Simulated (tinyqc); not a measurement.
UHF in the sto-3g basis, for CH, spin multiplicity 4, step by step (part 1 of 2). Computed by tinyqc, a small Python program that keeps every step (integrals from PySCF). Settings: charge = 0, multiplicity = 4, basis = sto-3g, energy threshold = 1e-10, iteration cap = 82, orthogonalisation = symmetric, start = core, DIIS depth = 0, method = UHF. Command: `OMP_NUM_THREADS=1 python tinyqc.py 24733 24734 out.jsonl` (the two numbers bound the seeds that draw the settings). One thread of a shared host (Intel(R) Xeon(R) Processor @ 2.60GHz), about 0.1 s of CPU time with the checks. Later iterations appear only in the table of the cycle.

## One-electron integrals

Geometry (angstrom):
```
atom         x         y         z
C     0.000000  0.000000  0.000000
H     0.000000  0.000000  2.208000
```

Basis sto-3g: exponents (1/bohr^2) and contraction coefficients of normalised primitives:
```
element  l (shell)   exponent  coefficient
C            s (1)  71.616837     0.154329
C            s (1)  13.045096     0.535328
C            s (1)   3.530512     0.444635
C            s (2)   2.941249    -0.099967
C            s (2)   0.683483     0.399513
C            s (2)   0.222290     0.700115
C            p (3)   2.941249     0.155916
C            p (3)   0.683483     0.607684
C            p (3)   0.222290     0.391957
H            s (1)   3.425251     0.154329
H            s (1)   0.623914     0.535328
H            s (1)   0.168855     0.444635
```

Overlap, kinetic and nuclear-attraction integrals over the contracted functions; the nuclear repulsion is the sum of Za Zb / Rab.

nuclear repulsion = 1.43798155 hartree

overlap S, lower triangle:
```
           1C 1s     1C 2s    1C 2px    1C 2py    1C 2pz     2H 1s
1C 1s   1.000000
1C 2s   0.248362  1.000000
1C 2px  0.000000  0.000000  1.000000
1C 2py  0.000000  0.000000  0.000000  1.000000
1C 2pz  0.000000  0.000000  0.000000  0.000000  1.000000
2H 1s   0.004742  0.088380  0.000000  0.000000  0.115425  1.000000
```

kinetic energy T (hartree), lower triangle:
```
            1C 1s      1C 2s    1C 2px    1C 2py     1C 2pz     2H 1s
1C 1s   15.891122
1C 2s   -0.085890   0.472250
1C 2px   0.000000   0.000000  1.477728
1C 2py   0.000000   0.000000  0.000000  1.477728
1C 2pz   0.000000   0.000000  0.000000  0.000000   1.477728
2H 1s   -0.002203  -0.015056  0.000000  0.000000  -0.002515  0.760032
```

nuclear attraction V (hartree), lower triangle:
```
             1C 1s      1C 2s     1C 2px     1C 2py     1C 2pz      2H 1s
1C 1s   -33.892405
1C 2s    -4.251752  -5.429420
1C 2px    0.000000   0.000000  -5.380886
1C 2py    0.000000   0.000000   0.000000  -5.380886
1C 2pz   -0.004127  -0.048152   0.000000   0.000000  -5.401821
2H 1s    -0.081669  -0.305170   0.000000   0.000000  -0.358381  -2.664423
```

core Hamiltonian H = T + V (hartree), lower triangle:
```
             1C 1s      1C 2s     1C 2px     1C 2py     1C 2pz      2H 1s
1C 1s   -18.001283
1C 2s    -4.337642  -4.957170
1C 2px    0.000000   0.000000  -3.903158
1C 2py    0.000000   0.000000   0.000000  -3.903158
1C 2pz   -0.004127  -0.048152   0.000000   0.000000  -3.924093
2H 1s    -0.083872  -0.320227   0.000000   0.000000  -0.360896  -1.904391
```

## Two-electron integrals

Functions are numbered as in S; the eight-fold symmetry (ij|kl) = (ji|kl) = (kl|ij) leaves the list below.

Two-electron integrals (ij|kl) in chemists' order, unique and non-zero (hartree):
```
(11|11) 3.541948   (21|11) 0.576921   (21|21) 0.111888   (22|11) 0.854682
(22|21) 0.205284   (22|22) 0.624709   (31|31) 0.020296   (32|31) 0.030858
(32|32) 0.137996   (33|11) 0.852436   (33|21) 0.205335   (33|22) 0.624568
(33|33) 0.672833   (41|41) 0.020296   (42|41) 0.030858   (42|42) 0.137996
(43|43) 0.036269   (44|11) 0.852436   (44|21) 0.205335   (44|22) 0.624568
(44|33) 0.600295   (44|44) 0.672833   (51|51) 0.020296   (52|51) 0.030858
(52|52) 0.137996   (53|53) 0.036269   (54|54) 0.036269   (55|11) 0.852436
(55|21) 0.205335   (55|22) 0.624568   (55|33) 0.600295   (55|44) 0.600295
(55|55) 0.672833   (61|11) 0.010985   (61|21) 0.002123   (61|22) 0.003908
(61|33) 0.003896   (61|44) 0.003896   (61|51) 0.000144   (61|52) 0.000271
(61|55) 0.003934   (61|61) 0.000041   (62|11) 0.043523   (62|21) 0.010678
(62|22) 0.038264   (62|33) 0.037276   (62|44) 0.037276   (62|51) 0.001015
(62|52) 0.008283   (62|55) 0.040199   (62|61) 0.000214   (62|62) 0.004065
(63|31) 0.000814   (63|32) 0.004949   (63|53) 0.001476   (63|63) 0.000372
(64|41) 0.000814   (64|42) 0.004949   (64|54) 0.001476   (64|64) 0.000372
(65|11) 0.048492   (65|21) 0.011998   (65|22) 0.045085   (65|33) 0.043230
(65|44) 0.043230   (65|51) 0.001653   (65|52) 0.012839   (65|55) 0.048745
(65|61) 0.000245   (65|62) 0.005543   (65|65) 0.007791   (66|11) 0.239631
(66|21) 0.059512   (66|22) 0.239252   (66|33) 0.232554   (66|44) 0.232554
(66|51) 0.004118   (66|52) 0.047519   (66|55) 0.252556   (66|61) 0.001178
(66|62) 0.038049   (66|65) 0.057495   (66|66) 0.774606
```

## Orthogonalisation

S = U s U^T; symmetric (Loewdin) form X = U s^(-1/2) U^T, so that X^T S X = 1.

eigenvalues of S: 0.734710  0.890886  1.000000  1.000000  1.105631  1.268772

X, lower triangle:
```
            1C 1s      1C 2s    1C 2px    1C 2py     1C 2pz     2H 1s
1C 1s    1.024313
1C 2s   -0.129715   1.027421
1C 2px   0.000000   0.000000  1.000000
1C 2py   0.000000   0.000000  0.000000  1.000000
1C 2pz  -0.000628   0.004025  0.000000  0.000000   1.005075
2H 1s    0.006258  -0.046142  0.000000  0.000000  -0.058497  1.008132
```

## Starting guess

The start is the orbitals of the core Hamiltonian; D(s) = C_occ C_occ^T for each spin.

D(alpha) at the start, lower triangle:
```
            1C 1s      1C 2s    1C 2px    1C 2py     1C 2pz     2H 1s
1C 1s    1.065977
1C 2s   -0.265790   1.070679
1C 2px   0.000000   0.000000  1.000000
1C 2py   0.000000   0.000000  0.000000  1.000000
1C 2pz  -0.001448   0.006631  0.000000  0.000000   1.008789
2H 1s    0.008352  -0.032051  0.000000  0.000000  -0.047839  0.003210
```

D(beta) at the start, lower triangle:
```
            1C 1s      1C 2s    1C 2px    1C 2py     1C 2pz     2H 1s
1C 1s    1.063606
1C 2s   -0.255844   1.028963
1C 2px   0.000000   0.000000  0.000000
1C 2py   0.000000   0.000000  0.000000  0.000000
1C 2pz  -0.049330   0.207471  0.000000  0.000000   0.041838
2H 1s    0.010319  -0.040300  0.000000  0.000000  -0.008125  0.001578
```

## Iteration 1: building the Fock matrix

J_ij = sum D_kl (ij|kl) with D = D(alpha) + D(beta), K_ij = sum D_kl (ik|jl) for each spin; F = H + J - K(s); E = tr D H + tr D J / 2 - 0.5 sum_s tr D(s) K(s) + E_nn.

Coulomb J (hartree), lower triangle:
```
            1C 1s     1C 2s    1C 2px    1C 2py    1C 2pz     2H 1s
1C 1s   11.325809
1C 2s    2.166772  4.813648
1C 2px   0.000000  0.000000  4.807325
1C 2py   0.000000  0.000000  0.000000  4.807325
1C 2pz   0.010845  0.053559  0.000000  0.000000  4.810054
2H 1s    0.041361  0.281097  0.000000  0.000000  0.327026  1.692762
```

exchange K(alpha) (hartree), lower triangle:
```
           1C 1s     1C 2s    1C 2px    1C 2py    1C 2pz     2H 1s
1C 1s   3.649853
1C 2s   0.670571  1.091156
1C 2px  0.000000  0.000000  0.898227
1C 2py  0.000000  0.000000  0.000000  0.898227
1C 2pz  0.000049  0.000594  0.000000  0.000000  0.898831
2H 1s   0.014206  0.052825  0.000000  0.000000  0.047216  0.007525
```

exchange K(beta) (hartree), lower triangle:
```
           1C 1s     1C 2s    1C 2px    1C 2py    1C 2pz     2H 1s
1C 1s   3.588063
1C 2s   0.578719  0.659548
1C 2px  0.000000  0.000000  0.148903
1C 2py  0.000000  0.000000  0.000000  0.148903
1C 2pz  0.005913  0.144120  0.000000  0.000000  0.174160
2H 1s   0.011396  0.039342  0.000000  0.000000  0.016997  0.003966
```

F(alpha) (hartree), lower triangle:
```
             1C 1s      1C 2s    1C 2px    1C 2py     1C 2pz      2H 1s
1C 1s   -10.325326
1C 2s    -2.841441  -1.234679
1C 2px    0.000000   0.000000  0.005940
1C 2py    0.000000   0.000000  0.000000  0.005940
1C 2pz    0.006669   0.004813  0.000000  0.000000  -0.012870
2H 1s    -0.056717  -0.091956  0.000000  0.000000  -0.081086  -0.219155
```

F(beta) (hartree), lower triangle:
```
             1C 1s      1C 2s    1C 2px    1C 2py     1C 2pz      2H 1s
1C 1s   -10.263537
1C 2s    -2.749590  -0.803070
1C 2px    0.000000   0.000000  0.755264
1C 2py    0.000000   0.000000  0.000000  0.755264
1C 2pz    0.000805  -0.138713  0.000000  0.000000   0.711801
2H 1s    -0.053907  -0.078473  0.000000  0.000000  -0.050867  -0.215595
```

total energy of this density = -37.19101248 hartree

## Iteration 1: diagonalisation and new density

Diagonalise F' = X^T F X, C = X C', fill 5 alpha and 2 beta electrons from the bottom; D(s) = C_occ C_occ^T. Each column has its largest component positive (the first on a tie).

F' = X^T F X (alpha) (hartree), lower triangle:
```
            1          2         3         4          5          6
1  -10.099802
2   -1.500022  -0.712049
3    0.000000   0.000000  0.005940
4    0.000000   0.000000  0.000000  0.005940
5    0.003854   0.009719  0.000000  0.000000  -0.004157
6    0.014844  -0.046959  0.000000  0.000000  -0.069388  -0.206745
```

orbital energies (alpha) (hartree): MO1 -10.333666, MO2 -0.486681, MO3 -0.220820, MO4 0.005940, MO5 0.005940, MO6 0.018414

coefficients C (alpha):
```
              MO1        MO2        MO3        MO4       MO5        MO6
1C 1s    0.992102  -0.280429   0.054127   0.000000  0.000000  -0.015673
1C 2s    0.030127   1.011581  -0.214332   0.000000  0.000000   0.066505
1C 2px   0.000000   0.000000   0.000000  -0.231324  0.972877   0.000000
1C 2py   0.000000   0.000000   0.000000   0.972877  0.231324   0.000000
1C 2pz  -0.000479   0.000404   0.253058   0.000000  0.000000   0.974462
2H 1s   -0.001638   0.128069   0.934446   0.000000  0.000000  -0.363767
```

F' = X^T F X (beta) (hartree), lower triangle:
```
            1          2         3         4          5          6
1  -10.052120
2   -1.467368  -0.282307
3    0.000000   0.000000  0.755264
4    0.000000   0.000000  0.000000  0.755264
5    0.016317  -0.135306  0.000000  0.000000   0.723194
6    0.013819  -0.044229  0.000000  0.000000  -0.074815  -0.205333
```

orbital energies (beta) (hartree): MO1 -10.267757, MO2 -0.232876, MO3 -0.066573, MO4 0.750640, MO5 0.755264, MO6 0.755264

coefficients C (beta):
```
              MO1        MO2        MO3        MO4       MO5        MO6
1C 1s    0.994565  -0.092390  -0.257947   0.043018  0.000000   0.000000
1C 2s    0.021075   0.326457   0.970744  -0.158754  0.000000   0.000000
1C 2px   0.000000   0.000000   0.000000   0.000000  0.046361   0.998925
1C 2py   0.000000   0.000000   0.000000   0.000000  0.998925  -0.046361
1C 2pz   0.000323   0.071122   0.149768   0.993039  0.000000   0.000000
2H 1s   -0.001259   0.910031  -0.423486  -0.120090  0.000000   0.000000
```

D(alpha) after iteration 1, lower triangle:
```
            1C 1s      1C 2s    1C 2px    1C 2py    1C 2pz     2H 1s
1C 1s    1.065837
1C 2s   -0.265389   1.070142
1C 2px   0.000000   0.000000  1.000000
1C 2py   0.000000   0.000000  0.000000  1.000000
1C 2pz   0.013109  -0.053845  0.000000  0.000000  0.064039
2H 1s    0.013040  -0.070779  0.000000  0.000000  0.236522  0.889593
```

D(beta) after iteration 1, lower triangle:
```
            1C 1s     1C 2s    1C 2px    1C 2py    1C 2pz     2H 1s
1C 1s    0.997695
1C 2s   -0.009201  0.107019
1C 2px   0.000000  0.000000  0.000000
1C 2py   0.000000  0.000000  0.000000  0.000000
1C 2pz  -0.006249  0.023225  0.000000  0.000000  0.005058
2H 1s   -0.085330  0.297060  0.000000  0.000000  0.064723  0.828158
```

Within a degenerate level the vectors are fixed only up to a rotation; this is one choice.

## Iteration 2: building the Fock matrix

As before.

Coulomb J (hartree), lower triangle:
```
            1C 1s     1C 2s    1C 2px    1C 2py    1C 2pz     2H 1s
1C 1s   10.220912
1C 2s    1.909541  4.133492
1C 2px   0.000000  0.000000  4.137909
1C 2py   0.000000  0.000000  0.000000  4.137909
1C 2pz   0.006897  0.085043  0.000000  0.000000  4.109383
2H 1s    0.036416  0.276332  0.000000  0.000000  0.341540  2.605416
```

exchange K(alpha) (hartree), lower triangle:
```
           1C 1s      1C 2s    1C 2px    1C 2py    1C 2pz     2H 1s
1C 1s   3.630642
1C 2s   0.641819   0.966048
1C 2px  0.000000   0.000000  0.864704
1C 2py  0.000000   0.000000  0.000000  0.864704
1C 2pz  0.000028  -0.024095  0.000000  0.000000  0.296769
2H 1s   0.013671   0.077303  0.000000  0.000000  0.120994  0.715860
```

exchange K(beta) (hartree), lower triangle:
```
           1C 1s     1C 2s    1C 2px    1C 2py    1C 2pz     2H 1s
1C 1s   3.534684
1C 2s   0.589522  0.200756
1C 2px  0.000000  0.000000  0.037934
1C 2py  0.000000  0.000000  0.000000  0.037934
1C 2pz  0.000091  0.039001  0.000000  0.000000  0.057961
2H 1s   0.010239  0.109435  0.000000  0.000000  0.082317  0.672109
```

F(alpha) (hartree), lower triangle:
```
             1C 1s      1C 2s     1C 2px     1C 2py     1C 2pz      2H 1s
1C 1s   -11.411013
1C 2s    -3.069920  -1.789726
1C 2px    0.000000   0.000000  -0.629952
1C 2py    0.000000   0.000000   0.000000  -0.629952
1C 2pz    0.002741   0.060986   0.000000   0.000000  -0.111479
2H 1s    -0.061127  -0.121198   0.000000   0.000000  -0.140349  -0.014835
```

F(beta) (hartree), lower triangle:
```
             1C 1s      1C 2s    1C 2px    1C 2py     1C 2pz     2H 1s
1C 1s   -11.315056
1C 2s    -3.017623  -1.024434
1C 2px    0.000000   0.000000  0.196817
1C 2py    0.000000   0.000000  0.000000  0.196817
1C 2pz    0.002679  -0.002111  0.000000  0.000000   0.127329
2H 1s    -0.057695  -0.153330  0.000000  0.000000  -0.101672  0.028915
```

total energy of this density = -37.30913405 hartree

## Iteration 2: diagonalisation and new density

As before.

F' = X^T F X (alpha) (hartree), lower triangle:
```
            1          2          3          4          5         6
1  -11.187534
2   -1.526386  -1.251679
3    0.000000   0.000000  -0.629952
4    0.000000   0.000000   0.000000  -0.629952
5   -0.007831   0.070765   0.000000   0.000000  -0.095637
6    0.016832  -0.065672   0.000000   0.000000  -0.138631  0.009442
```

orbital energies (alpha) (hartree): MO1 -11.416741, MO2 -1.031062, MO3 -0.629952, MO4 -0.629952, MO5 -0.190873, MO6 0.113268

coefficients C (alpha):
```
              MO1        MO2        MO3       MO4        MO5        MO6
1C 1s    0.993691  -0.278899   0.000000  0.000000  -0.002942   0.029443
1C 2s    0.024315   1.028490   0.000000  0.000000   0.001078  -0.127206
1C 2px   0.000000   0.000000   0.995637  0.093312   0.000000   0.000000
1C 2py   0.000000   0.000000  -0.093312  0.995637   0.000000   0.000000
1C 2pz  -0.000241  -0.067062   0.000000  0.000000   0.789016  -0.621749
2H 1s   -0.001260   0.013593   0.000000  0.000000   0.529938   0.860755
```

F' = X^T F X (beta) (hartree), lower triangle:
```
            1          2         3         4          5         6
1  -11.087787
2   -1.585712  -0.453518
3    0.000000   0.000000  0.196817
4    0.000000   0.000000  0.000000  0.196817
5   -0.000283   0.009972  0.000000  0.000000   0.140721
6    0.027039  -0.133207  0.000000  0.000000  -0.113350  0.054457
```

orbital energies (beta) (hartree): MO1 -11.319207, MO2 -0.280482, MO3 0.017211, MO4 0.196817, MO5 0.196817, MO6 0.236351

coefficients C (beta):
```
              MO1        MO2        MO3       MO4        MO5        MO6
1C 1s    0.994843  -0.249496   0.102555  0.000000   0.000000  -0.060042
1C 2s    0.020035   0.927174  -0.396633  0.000000   0.000000   0.239152
1C 2px   0.000000   0.000000   0.000000  0.999786  -0.020709   0.000000
1C 2py   0.000000   0.000000   0.000000  0.020709   0.999786   0.000000
1C 2pz  -0.000110   0.066708   0.609691  0.000000   0.000000   0.798400
2H 1s   -0.001132   0.354688   0.658405  0.000000   0.000000  -0.680160
```

D(alpha) after iteration 2, lower triangle:
```
            1C 1s      1C 2s    1C 2px    1C 2py    1C 2pz     2H 1s
1C 1s    1.065216
1C 2s   -0.262686   1.058384
1C 2px   0.000000   0.000000  1.000000
1C 2py   0.000000   0.000000  0.000000  1.000000
1C 2pz   0.016143  -0.068128  0.000000  0.000000  0.627043
2H 1s   -0.006602   0.014521  0.000000  0.000000  0.417218  0.281021
```

D(beta) after iteration 2, lower triangle:
```
            1C 1s     1C 2s    1C 2px    1C 2py    1C 2pz     2H 1s
1C 1s    1.051960
1C 2s   -0.211395  0.860054
1C 2px   0.000000  0.000000  0.000000
1C 2py   0.000000  0.000000  0.000000  0.000000
1C 2pz  -0.016753  0.061847  0.000000  0.000000  0.004450
2H 1s   -0.089619  0.328835  0.000000  0.000000  0.023661  0.125805
```

Within a degenerate level the vectors are fixed only up to a rotation; this is one choice.

## Iteration 3: building the Fock matrix

As before.

Coulomb J (hartree), lower triangle:
```
            1C 1s     1C 2s    1C 2px    1C 2py    1C 2pz     2H 1s
1C 1s   11.002765
1C 2s    2.091233  4.619493
1C 2px   0.000000  0.000000  4.618047
1C 2py   0.000000  0.000000  0.000000  4.618047
1C 2pz   0.003390  0.034518  0.000000  0.000000  4.606317
2H 1s    0.039850  0.278377  0.000000  0.000000  0.328881  1.925624
```

exchange K(alpha) (hartree), lower triangle:
```
           1C 1s      1C 2s    1C 2px    1C 2py    1C 2pz     2H 1s
1C 1s   3.641629
1C 2s   0.659482   1.044063
1C 2px  0.000000   0.000000  0.884774
1C 2py  0.000000   0.000000  0.000000  0.884774
1C 2pz  0.000254  -0.023764  0.000000  0.000000  0.689109
2H 1s   0.015013   0.089409  0.000000  0.000000  0.164097  0.275861
```

exchange K(beta) (hartree), lower triangle:
```
            1C 1s     1C 2s    1C 2px    1C 2py    1C 2pz     2H 1s
1C 1s    3.577831
1C 2s    0.580025  0.592961
1C 2px   0.000000  0.000000  0.130376
1C 2py   0.000000  0.000000  0.000000  0.130376
1C 2pz  -0.000174  0.061541  0.000000  0.000000  0.141417
2H 1s    0.009501  0.115912  0.000000  0.000000  0.040858  0.129144
```

F(alpha) (hartree), lower triangle:
```
             1C 1s      1C 2s     1C 2px     1C 2py     1C 2pz      2H 1s
1C 1s   -10.640148
1C 2s    -2.905892  -1.381740
1C 2px    0.000000   0.000000  -0.169885
1C 2py    0.000000   0.000000   0.000000  -0.169885
1C 2pz   -0.000991   0.010130   0.000000   0.000000  -0.006885
2H 1s    -0.059035  -0.131259   0.000000   0.000000  -0.196112  -0.254628
```

F(beta) (hartree), lower triangle:
```
             1C 1s      1C 2s    1C 2px    1C 2py     1C 2pz      2H 1s
1C 1s   -10.576349
1C 2s    -2.826435  -0.930638
1C 2px    0.000000   0.000000  0.584513
1C 2py    0.000000   0.000000  0.000000  0.584513
1C 2pz   -0.000563  -0.075175  0.000000  0.000000   0.540807
2H 1s    -0.053522  -0.157762  0.000000  0.000000  -0.072873  -0.107911
```

total energy of this density = -37.45826003 hartree
